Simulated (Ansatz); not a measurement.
# CH4Si + HF: a complex and its separated parts, part 2 of 2

Ansatz 0.2.0, Gaussian basis. The steps go on from the part before.

### 13 CAM-B3LYP-D4/def2-TZVPP

The inputs:

parta/in.yaml

```yaml
crystal:
  periodic: [false, false, false]
  atoms:
    - {symbol: Si, position_ang: [-0.981815, -0.371045, -0.237740]}
    - {symbol: C, position_ang: [0.815554, -0.692829, 0.259814]}
    - {symbol: H, position_ang: [-1.441935, -0.071713, 1.191338]}
    - {symbol: H, position_ang: [1.464470, -0.950461, -0.578016]}
    - {symbol: H, position_ang: [0.852817, -1.500283, 1.002401]}
    - {symbol: H, position_ang: [1.221378, 0.191395, 0.767935]}
basis:
  gaussian: {orbitals: def2-TZVPP}
hamiltonian: {xc: {name: CAM-B3LYP}, dispersion: d4}
```

partb/in.yaml

```yaml
crystal:
  periodic: [false, false, false]
  atoms:
    - {symbol: H, position_ang: [-1.223005, 1.634134, -1.578507]}
    - {symbol: F, position_ang: [-0.707365, 1.761003, -0.827227]}
basis:
  gaussian: {orbitals: def2-TZVPP}
hamiltonian: {xc: {name: CAM-B3LYP}, dispersion: d4}
```

One command serves all of them, each in its own folder.

Launch:

```bash
ansatz run in.yaml --threads 2 --pin off --events-out ev --progress --plain --max-ram 4352MiB
```

parta printed, cut to the lines that bear on the results:

```text
Functional definition: CAM-B3LYP
  name "CAM-B3LYP"
  cite "Yanai, Tew & Handy, Chem. Phys. Lett. 393, 51 (2004) doi:10.1016/j.cplett.2004.06.011"
  cite "Iikura, Tsuneda, Yanai & Hirao, J. Chem. Phys. 115, 3540 (2001) doi:10.1063/1.1383587"
  cite "Becke, Phys. Rev. A 38, 3098 (1988) doi:10.1103/PhysRevA.38.3098"
  cite "Lee, Yang & Parr, Phys. Rev. B 37, 785 (1988) doi:10.1103/PhysRevB.37.785"
[...]
  # Exact exchange under (alpha + beta erf(omega r))/r, Becke's under what is left of 1/r.
[...]
707 factors; their error is unknown
186 factors; integrals over basis functions are off by at most 1.6e-5 eV
[...]
mean field -8978.11919711 eV, -329.9397949061 hartree, gradient 7.5e-5 eV, S^2 0.000000; 0 other end points of the search recorded, 0 dependent functions left out
reference -8978.11930511 eV, -329.9397988749 hartree; 12, 12 occupied and 117, 117 virtual orbitals, 707 factors
Total energy: -8978.18508180 eV, -329.9422161236 hartree
```

Log of partb, cut to the lines that bear on the results:

```text
[... 6 set-up lines as earlier in the session ...]
[...]
  # Exact exchange under (alpha + beta erf(omega r))/r, Becke's under what is left of 1/r.
[...]
215 factors; their error is unknown
48 factors; integrals over basis functions are off by at most 4.9e-5 eV
[...]
mean field -2733.85902460 eV, -100.4674660778 hartree, gradient 6.2e-5 eV, S^2 0.000000; 0 other end points of the search recorded, 0 dependent functions left out
reference -2733.85906873 eV, -100.4674676996 hartree; 5, 5 occupied and 40, 40 virtual orbitals, 215 factors
Total energy: -2733.86050904 eV, -100.4675206299 hartree
```

Times: 1.3 s (parta), 0.25 s (partb) on 2 threads of Arm Neoverse V1, shared host.

### 14 wB97X-V/def2-TZVPP

The same edit goes into each in.yaml of step 13 (parta, partb):

```diff
-hamiltonian: {xc: {name: CAM-B3LYP}, dispersion: d4}
+hamiltonian: {xc: {name: wB97X-V}}
```

Each run has its own folder and the same command.

Launch:

```bash
ansatz run in.yaml --threads 2 --pin off --events-out ev --progress --plain --max-ram 4352MiB
```

Log of parta, cut to the lines that bear on the results:

```text
Functional definition: wB97X-V
  name "wB97X-V"
  cite "Mardirossian & Head-Gordon, Phys. Chem. Chem. Phys. 16, 9904 (2014) doi:10.1039/C3CP54374A"
[... 2 set-up lines as earlier in the session ...]
[...]
      + integral(e_c_pw_opposite_spin*poly(b97_u_opposite, cos0, cos1)) + vv10(b, c)
707 factors; their error is unknown
175 factors; integrals over basis functions are off by at most 1.5e-5 eV
[...]
mean field -8976.99553917 eV, -329.8985012383 hartree, gradient 2.7e-5 eV, S^2 0.000000; 0 other end points of the search recorded, 0 dependent functions left out
reference -8976.99553753 eV, -329.8985011780 hartree; 12, 12 occupied and 117, 117 virtual orbitals, 707 factors
Total energy: -8976.99553753 eV, -329.8985011780 hartree
```

Log of partb, cut to the lines that bear on the results:

```text
[... 5 set-up lines as earlier in the session ...]
[...]
      + integral(e_c_pw_opposite_spin*poly(b97_u_opposite, cos0, cos1)) + vv10(b, c)
215 factors; their error is unknown
48 factors; integrals over basis functions are off by at most 2.2e-5 eV
[...]
mean field -2733.49560601 eV, -100.4541106909 hartree, gradient 1.0e-5 eV, S^2 0.000000; 0 other end points of the search recorded, 0 dependent functions left out
reference -2733.49560541 eV, -100.4541106691 hartree; 5, 5 occupied and 40, 40 virtual orbitals, 215 factors
Total energy: -2733.49560541 eV, -100.4541106691 hartree
```

Times: 3 s (parta), 0.45 s (partb) on 2 threads of Arm Neoverse V1, shared host.

### 15 wB97M-V/def2-TZVPP

The same edit goes into each in.yaml of step 14 (parta, partb):

```diff
-hamiltonian: {xc: {name: wB97X-V}}
+hamiltonian: {xc: {name: wB97M-V}}
```

Each run has its own folder and the same command.

Launch:

```bash
ansatz run in.yaml --threads 2 --pin off --events-out ev --progress --plain --max-ram 4352MiB
```

Output in parta, cut to the lines that bear on the results:

```text
Functional definition: wB97M-V
  name "wB97M-V"
  cite "Mardirossian & Head-Gordon, J. Chem. Phys. 144, 214110 (2016) doi:10.1063/1.4952647"
[... 2 set-up lines as earlier in the session ...]
  # Of w^i u^j: cxij and so on, Table III.
[...]
  gx(w, u) = 1 - cx + cx01*u + cx10*w
[...]
      + integral(e_c_pw_mod_opposite_spin*gos(b97_w_opposite, b97_u_opposite)) + vv10(b, c)
707 factors; their error is unknown
175 factors; integrals over basis functions are off by at most 1.5e-5 eV
[...]
mean field -8977.32041680 eV, -329.9104402711 hartree, gradient 2.5e-5 eV, S^2 0.000000; 0 other end points of the search recorded, 0 dependent functions left out
reference -8977.32045664 eV, -329.9104417353 hartree; 12, 12 occupied and 117, 117 virtual orbitals, 707 factors
Total energy: -8977.32045664 eV, -329.9104417353 hartree
```

Log of partb, cut to the lines that bear on the results:

```text
[... 5 set-up lines as earlier in the session ...]
  # Of w^i u^j: cxij and so on, Table III.
[...]
  gx(w, u) = 1 - cx + cx01*u + cx10*w
[...]
      + integral(e_c_pw_mod_opposite_spin*gos(b97_w_opposite, b97_u_opposite)) + vv10(b, c)
215 factors; their error is unknown
48 factors; integrals over basis functions are off by at most 2.2e-5 eV
[...]
mean field -2733.67553201 eV, -100.4607228497 hartree, gradient 1.2e-5 eV, S^2 0.000000; 0 other end points of the search recorded, 0 dependent functions left out
reference -2733.67554668 eV, -100.4607233886 hartree; 5, 5 occupied and 40, 40 virtual orbitals, 215 factors
Total energy: -2733.67554668 eV, -100.4607233886 hartree
```

Times: 3.1 s (parta), 0.5 s (partb) on 2 threads of Arm Neoverse V1, shared host.

### 16 B2PLYP/def2-TZVPP

Each input of step 15 (parta, partb) changes in the same lines:

```diff
-hamiltonian: {xc: {name: wB97M-V}}
+hamiltonian: {xc: {name: B2PLYP}}
```

The same command starts each run, in its folder.

Launch:

```bash
ansatz run in.yaml --threads 2 --pin off --events-out ev --progress --plain --max-ram 4352MiB
```

Output in parta, cut to the lines that bear on the results:

```text
Functional definition: B2PLYP
  name "B2PLYP"
  cite "Grimme, J. Chem. Phys. 124, 034108 (2006) doi:10.1063/1.2148954"
[... 2 set-up lines as earlier in the session ...]
[...]
730 factors; integrals over basis functions are off by at most 8.9e-4 eV
[...]
mean field -8971.67054569 eV, -329.7028113373 hartree, gradient 2.1e-6 eV, S^2 0.000000; 0 other end points of the search recorded, 0 dependent functions left out; unrestricted orbitals would lower it
6 core orbitals not correlated: weight in the atoms' cores, before any rotation towards them, 1.000 or more for the frozen orbitals, at most 0.000 for the correlated occupied ones
reference -8971.67068520 eV, -329.7028164642 hartree; 6, 6 occupied and 117, 117 virtual orbitals, 730 factors
second order -9.54210487 eV of doubles, -0.00000000 eV of singles
Total energy: -8974.24705351 eV, -329.7974962535 hartree
```

partb printed, cut to the lines that bear on the results:

```text
[... 5 set-up lines as earlier in the session ...]
[...]
287 factors; integrals over basis functions are off by at most 1.0e-3 eV
[...]
mean field -2730.72526367 eV, -100.3523024876 hartree, gradient 1.4e-6 eV, S^2 0.000000; 0 other end points of the search recorded, 0 dependent functions left out
1 core orbitals not correlated: weight in the atoms' cores, before any rotation towards them, 1.000 or more for the frozen orbitals, at most 0.000 for the correlated occupied ones
reference -2730.72532037 eV, -100.3523045713 hartree; 4, 4 occupied and 40, 40 virtual orbitals, 287 factors
second order -8.59394490 eV of doubles, -0.00000000 eV of singles
Total energy: -2733.04568549 eV, -100.4375764168 hartree
```

Times: 1.8 s (parta), 0.25 s (partb) on 2 threads of Arm Neoverse V1, shared host.

### 17 PBE-QIDH/def2-TZVPP

Each input of step 16 (parta, partb) changes in the same lines:

```diff
-hamiltonian: {xc: {name: B2PLYP}}
+hamiltonian: {xc: {name: PBE-QIDH}}
```

The same command starts each run, in its folder.

Launch:

```bash
ansatz run in.yaml --threads 2 --pin off --events-out ev --progress --plain --max-ram 4352MiB
```

Output in parta, cut to the lines that bear on the results:

```text
Functional definition: PBE-QIDH
  name "PBE-QIDH"
  cite "Brémond, Sancho-García, Pérez-Jiménez & Adamo, J. Chem. Phys. 141, 031101 (2014) doi:10.1063/1.4890314"
[... 1 set-up line as earlier in the session ...]
[...]
730 factors; integrals over basis functions are off by at most 8.9e-4 eV
[...]
mean field -8968.34657229 eV, -329.5806575680 hartree, gradient 1.9e-6 eV, S^2 0.000000; 0 other end points of the search recorded, 0 dependent functions left out; unrestricted orbitals would lower it
6 core orbitals not correlated: weight in the atoms' cores, before any rotation towards them, 1.000 or more for the frozen orbitals, at most 0.000 for the correlated occupied ones
reference -8968.34658244 eV, -329.5806579412 hartree; 6, 6 occupied and 117, 117 virtual orbitals, 730 factors
second order -8.83305474 eV of doubles, -0.00000000 eV of singles
Total energy: -8971.29093402 eV, -329.6888608660 hartree
```

Log of partb, cut to the lines that bear on the results:

```text
[... 4 set-up lines as earlier in the session ...]
[...]
287 factors; integrals over basis functions are off by at most 1.0e-3 eV
[...]
mean field -2728.92254603 eV, -100.2860538363 hartree, gradient 3.9e-6 eV, S^2 0.000000; 0 other end points of the search recorded, 0 dependent functions left out
1 core orbitals not correlated: weight in the atoms' cores, before any rotation towards them, 1.000 or more for the frozen orbitals, at most 0.000 for the correlated occupied ones
reference -2728.92254938 eV, -100.2860539596 hartree; 4, 4 occupied and 40, 40 virtual orbitals, 287 factors
second order -8.07146072 eV of doubles, -0.00000000 eV of singles
Total energy: -2731.61303629 eV, -100.3849275297 hartree
```

Wall times: 1.5 s (parta), 0.3 s (partb) on 2 threads of Arm Neoverse V1, shared host.

### 18 RPA on PBE/def2-TZVPP

Each input of step 17 (parta, partb) changes in the same lines:

```diff
-hamiltonian: {xc: {name: PBE-QIDH}}
+hamiltonian: {xc: pbe}
+correlation: {method: rpa}
```

Each run has its own folder and the same command.

Launch:

```bash
ansatz run in.yaml --threads 2 --pin off --events-out ev --progress --plain --max-ram 4352MiB
```

Log of parta, cut to the lines that bear on the results:

```text
[... 4 set-up lines as earlier in the session ...]
[...]
730 factors; integrals over basis functions are off by at most 8.9e-4 eV
[...]
mean field -8972.89074554 eV, -329.7476528549 hartree, gradient 4.9e-6 eV, S^2 0.000000; 0 other end points of the search recorded, 0 dependent functions left out
6 core orbitals not correlated: weight in the atoms' cores, before any rotation towards them, 1.000 or more for the frozen orbitals, at most 0.000 for the correlated occupied ones
reference -8954.33477292 eV, -329.0657334387 hartree; 6, 6 occupied and 117, 117 virtual orbitals, 730 factors
Total energy: -8968.84612411 eV, -329.5990157589 hartree
```

Log of partb, cut to the lines that bear on the results:

```text
[... 4 set-up lines as earlier in the session ...]
[...]
287 factors; integrals over basis functions are off by at most 1.0e-3 eV
[...]
mean field -2731.84355127 eV, -100.3933987991 hartree, gradient 9.2e-7 eV, S^2 0.000000; 0 other end points of the search recorded, 0 dependent functions left out
1 core orbitals not correlated: weight in the atoms' cores, before any rotation towards them, 1.000 or more for the frozen orbitals, at most 0.000 for the correlated occupied ones
reference -2722.68131396 eV, -100.0566927885 hartree; 4, 4 occupied and 40, 40 virtual orbitals, 287 factors
Total energy: -2733.63265107 eV, -100.4591470040 hartree
```

They took 1.6 s (parta), 0.25 s (partb) on 2 threads of Arm Neoverse V1, shared host.

### 19 CCSD(T)/def2-TZVPP

The same edit goes into each in.yaml of step 18 (parta, partb):

```diff
-hamiltonian: {xc: pbe}
-correlation: {method: rpa}
+correlation: {method: ccsd_t}
```

Each run has its own folder and the same command.

Launch:

```bash
ansatz run in.yaml --threads 2 --pin off --events-out ev --progress --plain --max-ram 4352MiB
```

parta printed, cut to the lines that bear on the results:

```text
Functional definition: HF
  name "HF"
  cite "Fock, Z. Phys. 61, 126 (1930) doi:10.1007/BF01340294"
[... 1 set-up line as earlier in the session ...]
[...]
730 factors; integrals over basis functions are off by at most 8.9e-4 eV
[...]
mean field -8954.95934427 eV, -329.0886860126 hartree, gradient 1.8e-6 eV, S^2 0.000000; 0 other end points of the search recorded, 0 dependent functions left out; unrestricted orbitals would lower it
[...]
reference -8954.95934427 eV, -329.0886860126 hartree; 6, 6 occupied and 117, 117 virtual orbitals, 730 factors
second order -7.77985698 eV of doubles, -0.00000000 eV of singles
cycle   1  -8.42183674 eV  change   -6.4e-1 eV  update   7.3e-2
[...]
cycle  10  -8.75883441 eV  change    5.2e-7 eV  update   6.5e-6
perturbative correction -0.31865645 eV, -0.0117104085 hartree
Total energy: -8964.03683513 eV, -329.4222776485 hartree
```

partb printed, cut to the lines that bear on the results:

```text
[... 4 set-up lines as earlier in the session ...]
[...]
287 factors; integrals over basis functions are off by at most 1.0e-3 eV
[...]
mean field -2722.91276756 eV, -100.0651985514 hartree, gradient 4.5e-6 eV, S^2 0.000000; 0 other end points of the search recorded, 0 dependent functions left out
1 core orbitals not correlated: weight in the atoms' cores, before any rotation towards them, 1.000 or more for the frozen orbitals, at most 0.000 for the correlated occupied ones
reference -2722.91276756 eV, -100.0651985514 hartree; 4, 4 occupied and 40, 40 virtual orbitals, 287 factors
second order -7.36480191 eV of doubles, -0.00000000 eV of singles
cycle   1  -7.29617780 eV  change    6.9e-2 eV  update   3.9e-2
[...]
cycle   8  -7.43085031 eV  change    4.9e-7 eV  update   3.3e-6
perturbative correction -0.17033241 eV, -0.0062596007 hartree
Total energy: -2730.51395028 eV, -100.3445368641 hartree
```

They took 5.5 s (parta), 0.35 s (partb) on 2 threads of Arm Neoverse V1, shared host; peak memory 0.58 GiB.

### 20 Vibrations of CH4Si

vib-parta/in.yaml

```yaml
crystal:
  periodic: [false, false, false]
  atoms:
    - {symbol: Si, position_ang: [-0.981815, -0.371045, -0.237740]}
    - {symbol: C, position_ang: [0.815554, -0.692829, 0.259814]}
    - {symbol: H, position_ang: [-1.441935, -0.071713, 1.191338]}
    - {symbol: H, position_ang: [1.464470, -0.950461, -0.578016]}
    - {symbol: H, position_ang: [0.852817, -1.500283, 1.002401]}
    - {symbol: H, position_ang: [1.221378, 0.191395, 0.767935]}
basis:
  gaussian: {orbitals: def2-TZVP}
hamiltonian: {xc: pbe0, dispersion: d4}
phonons: {temperatures: {t_min: 298.15, t_max: 900, t_step: 200}}
```

Launch:

```bash
ansatz run in.yaml --threads 2 --pin off --events-out ev --progress --plain --max-ram 4352MiB
```

Log, cut to the lines that bear on the results:

```text
[... 5 set-up lines as earlier in the session ...]
[...]
624 factors; their error is unknown
[...]
mean field -8973.81964776 eV, -329.7817893816 hartree, gradient 5.4e-5 eV, S^2 0.000000; 0 other end points of the search recorded, 0 dependent functions left out
[...]
Atom 3 at     1.464470    -0.950461    -0.578016 Å, force     0.000019     0.000253     0.000237 eV/Å
Atom 4 at     0.852817    -1.500283     1.002401 Å, force     0.000089     0.000259    -0.000117 eV/Å
Atom 5 at     1.221378     0.191395     0.767935 Å, force    -0.000167    -0.000262    -0.000239 eV/Å
Dipole moment:     0.213720    -0.031321     0.108950 e Å
Vibrations: 128.93 553.95 625.11 676.30 940.03 1236.92 1419.52 1435.47 2010.64 3016.74 3082.24 3139.89 cm⁻¹, zero-point energy 1.132331 eV
```

Run time: 23 s. Hardware: 2 threads of Arm Neoverse V1, shared host.

Wavenumbers and character of the modes:

```
mode  wavenumber (cm⁻¹)          character
   1                129            torsion
   2                554  bend with torsion
   3                625               bend
   4                676       Si–C stretch
   5                940               bend
   6               1237               bend
   7               1420               bend
   8               1435               bend
   9               2011       Si–H stretch
  10               3017        C–H stretch
  11               3082        C–H stretch
  12               3140        C–H stretch
```

Vibrational sums (real modes only):

```
T (K)  entropy (J/mol/K)  heat capacity (J/mol/K)
  298               18.5                     24.0
  498               35.1                     41.1
  698               51.1                     53.8
  898               65.8                     63.4
```

### 21 Vibrations of HF

vib-partb/in.yaml

```yaml
crystal:
  periodic: [false, false, false]
  atoms:
    - {symbol: H, position_ang: [-1.223005, 1.634134, -1.578507]}
    - {symbol: F, position_ang: [-0.707365, 1.761003, -0.827227]}
basis:
  gaussian: {orbitals: def2-TZVP}
hamiltonian: {xc: pbe0, dispersion: d4}
phonons: {temperatures: {t_min: 298.15, t_max: 900, t_step: 200}}
```

Launch:

```bash
ansatz run in.yaml --threads 2 --pin off --events-out ev --progress --plain --max-ram 4352MiB
```

Log, cut to the lines that bear on the results:

```text
[... 5 set-up lines as earlier in the session ...]
[...]
200 factors; their error is unknown
[...]
mean field -2731.80169990 eV, -100.3918607897 hartree, gradient 6.9e-6 eV, S^2 0.000000; 0 other end points of the search recorded, 0 dependent functions left out
[...]
reference -2731.80151028 eV, -100.3918538212 hartree; 5, 5 occupied and 32, 32 virtual orbitals, 200 factors
Total energy: -2731.80322162 eV, -100.3919167116 hartree
Atom 0 at    -1.223005     1.634134    -1.578507 Å, force    -0.001775    -0.000437    -0.002585 eV/Å
Atom 1 at    -0.707365     1.761003    -0.827227 Å, force     0.001775     0.000437     0.002585 eV/Å
Dipole moment:    -0.224644    -0.055272    -0.327302 e Å
Vibrations: 4153.66 cm⁻¹, zero-point energy 0.257494 eV
```

It took 1.2 s on 2 threads of Arm Neoverse V1, shared host.

Wavenumbers and character of the modes:

```
mode  wavenumber (cm⁻¹)    character
   1               4154  F–H stretch
```

Vibrational sums (real modes only):

| T (K) | entropy (J/mol/K) | heat capacity (J/mol/K) |
| --- | --- | --- |
| 298 | 0.0 | 0.0 |
| 498 | 0.0 | 0.0 |
| 698 | 0.0 | 0.1 |
| 898 | 0.1 | 0.5 |

### 22 Complex less separated parts

The complex's own energies come from single points at the same levels.

Rows are in def2-TZVPP; times add the 3 runs of a level on a shared host, so small differences are noise.

Differences are taken before rounding.

| method | rung | complex less parts (eV) | from CCSD(T) (eV) | time |
| --- | --- | --- | --- | --- |
| SPW92 | LDA | -0.521 | -0.349 | 1.9 s |
| PBE-D4 | GGA | -0.334 | -0.162 | 2.8 s |
| BLYP-D4 | GGA | -0.261 | -0.089 | 3.3 s |
| r2SCAN-D4 | meta-GGA | -0.328 | -0.156 | 5.5 s |
| B97M-V | meta-GGA | -0.289 | -0.117 | 10 s |
| PBE0-D4 | hybrid | -0.284 | -0.113 | 3.4 s |
| B3LYP-D4 | hybrid | -0.243 | -0.071 | 3.6 s |
| r2SCAN0-D4 | hybrid | -0.290 | -0.118 | 5.9 s |
| BHLYP-D4 | hybrid | -0.224 | -0.053 | 3.7 s |
| CAM-B3LYP-D4 | range-separated hybrid | -0.273 | -0.101 | 3.9 s |
| wB97X-V | range-separated hybrid | -0.274 | -0.102 | 9.4 s |
| wB97M-V | range-separated hybrid | -0.281 | -0.109 | 11 s |
| B2PLYP | double hybrid | -0.203 | -0.031 | 5.6 s |
| PBE-QIDH | double hybrid | -0.233 | -0.061 | 5.6 s |
| RPA on PBE | RPA | -0.109 | +0.063 | 5.2 s |
| Hartree-Fock | wavefunction | -0.031 | +0.141 |  |
| MP2 | wavefunction | -0.207 | -0.035 |  |
| CCSD | wavefunction | -0.138 | +0.034 |  |
| CCSD(T) | wavefunction | -0.172 | 0 | 39 s |

Among the levels timed on like hardware and quicker than the yardstick, those that no quicker one beats, quickest first: SPW92 (1.9 s, -0.349 eV); PBE-D4 (2.8 s, -0.162 eV); BLYP-D4 (3.3 s, -0.089 eV); B3LYP-D4 (3.6 s, -0.071 eV); BHLYP-D4 (3.7 s, -0.053 eV); B2PLYP (5.6 s, -0.031 eV).

B2PLYP reaches 0.031 eV from the reference in 5.6 s, where CCSD(T) took 39 s; the quickest level in the cost chart, SPW92, takes 1.9 s and misses by 0.349 eV.

The complex's zero-point energy, from a separate PBE0-D4 run, is 1.477 eV.

### 23 Outcome

This closing draws on all 2 parts.

| quantity | value |
| --- | --- |
| complex less parts, CCSD(T)/def2-TZVPP | -0.172 eV |
| with zero-point energy | -0.085 eV |
| largest T1 diagnostic | 0.012 |

In words: At CCSD(T) the complex lies 0.172 eV below its parts. The functionals run from B2PLYP, off by -0.031 eV, to SPW92, off by -0.349 eV, against CCSD(T). By rung, the mean size of the error is: LDA 0.349, GGA 0.126, meta-GGA 0.137, hybrid 0.089, range-separated hybrid 0.104, double hybrid 0.046 eV. PBE-D4 gives a relative energy 0.162 eV too low, outside chemical accuracy (1 kcal/mol, 0.043 eV). No counterpoise was applied, and triple zeta lacks some correlation, so the CCSD(T) reference has a basis error of its own, and close matches with it are partly luck. The restricted Hartree–Fock reference is unstable towards an unrestricted one at one or more of these structures.
